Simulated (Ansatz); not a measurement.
Start from TiS$_{2}$ in the CdI2 type structure (space group P-3m1, No. 164; a = 3.3605 Å, c = 5.5229 Å; layered, stacked along the Cartesian z axis).

All numbers come from PBE-D3(BJ) (Ansatz, an electronic-structure program), no spin-orbit coupling, earlier PAW set.

Modification: every Ti is replaced by Zr; the structure is relaxed again.

Measured lattice parameter a: TiS2 3.4073 Å (temperature not stated; as listed in R.R. Chianelli, J.C. Scanlon, A.H. Thompson, Materials Research Bulletin (1975)); ZrS2 3.662 Å (temperature not stated; as listed in Torbjörn Björkman, The Journal of Chemical Physics (2014)).

Task: How well does PBE-D3(BJ) reproduce the measured shift?

Result: With PBE-D3(BJ) the lattice parameter a moves by +0.275 Å (3.360 → 3.635) against +0.255 Å measured.

Whether these cells are dynamically stable was not tested. All final runs are without spin polarisation.
